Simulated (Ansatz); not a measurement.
Two isomers of C3H5Cl: A = `C=CCCl`, B = `C/C=C/Cl`.

Isolated molecules relaxed with PBE0-D4/def2-TZVP in Ansatz; ΔE leaves out vibrations. CCSD(T)/CBS adds triple-zeta CCSD(T) − MP2 to the extrapolated MP2 energy (def2 sets, frozen cores). DFT in def2-TZVPP. B3LYP here is the variant with VWN-RPA as its local correlation; programs differ in this. One conformer a species, not always the lowest.

A:

```xyz
9

C     0.345    1.287    0.493
C     0.532    0.131   -0.128
C    -0.463   -0.968   -0.126
Cl   -1.000   -1.353   -1.794
H     1.102    2.062    0.486
H    -0.573    1.498    1.031
H     1.453   -0.058   -0.674
H    -1.353   -0.705    0.444
H    -0.043   -1.894    0.268
```

B:

Z-matrix (Å, degrees):
```
C
C 1 1.489
H 1 1.094 2 110.9
H 1 1.091 2 111.7 3 120.8
H 1 1.094 2 110.9 3 -118.5
C 2 1.323 1 123.3 3 -120.7
H 2 1.086 1 117.8 3 59.3
Cl 6 1.723 2 123.4 1 180.0
H 6 1.083 2 123.5 1 -0.0
```

(1) Which isomer does CCSD(T)/CBS put lower? Give the gap. (Best estimate.)

(2) Give E(B) − E(A) in kcal/mol with B3LYP, PBE-D4, CCSD(T)/def2-TZVPP, MP2/def2-TZVPP, r2SCAN-D4, HF/def2-TZVPP, ωB97M-V. (Estimate.)

(3) Does the order hold for the free energy at 298.15 K (harmonic terms from PBE0-D4)? (An estimate is asked.)

Largest T1 diagnostic: 0.010.

Results:

(1) The calculation gave: B, by 1.4 kcal/mol.

(2) The calculation gave: B3LYP -2.2, PBE-D4 -3.2, CCSD(T)/def2-TZVPP -1.7, MP2/def2-TZVPP -2.1, r2SCAN-D4 -3.0, HF/def2-TZVPP -0.4, ωB97M-V -2.0. None reverses the order clearly.

(3) Computed: Yes: G(B) − G(A) = -1.7 kcal/mol, for one conformer each.

At CCSD(T), def2-SVP lies −1.3 kcal/mol from the extrapolated value and def2-TZVPP −0.3 kcal/mol. From BLYP to BHLYP (50 % exact exchange), in def2-TZVPP and without D4, E(B) − E(A) moves by +0.8 kcal/mol.
